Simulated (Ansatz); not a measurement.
Two isomers of C5H8O: A = `C1=COCCC1`, B = `CC1=C(O)CC1`.

Program: Ansatz. Geometries: PBE0-D4/def2-TZVP. ΔE: electronic, gas phase. CCSD(T)/CBS is the MP2 limit (def2-TZVPP, def2-QZVPP) plus CCSD(T) − MP2 in def2-TZVPP, frozen cores. Functionals use def2-TZVPP. B3LYP here is the variant with VWN-RPA as its local correlation; programs differ in this. One conformer a species, not always the lowest.

(1) Which isomer does CCSD(T)/CBS put lower? Give the gap. (Best estimate.)

(2) Give E(B) − E(A) in kcal/mol with B3LYP, r2SCAN-D4, CCSD/def2-TZVPP, ωB97M-V, B2PLYP, B3LYP-D4, PBE-D4. (Best estimate.)

Largest T1 diagnostic: 0.012.

Answers

(1) Computed: A, by 14.1 kcal/mol.

(2) The calculation gave: B3LYP 13.6, r2SCAN-D4 14.2, CCSD/def2-TZVPP 14.7, ωB97M-V 13.9, B2PLYP 14.0, B3LYP-D4 14.7, PBE-D4 11.6. None reverses the order clearly.

In def2-TZVPP, CCSD(T) changes the Hartree–Fock value by −2.0 kcal/mol (the triples alone add −0.3 kcal/mol) and MP2 by −3.8 kcal/mol. From PBE to PBE0 (25 % exact exchange), in def2-TZVPP and without D4, E(B) − E(A) moves by +1.1 kcal/mol.
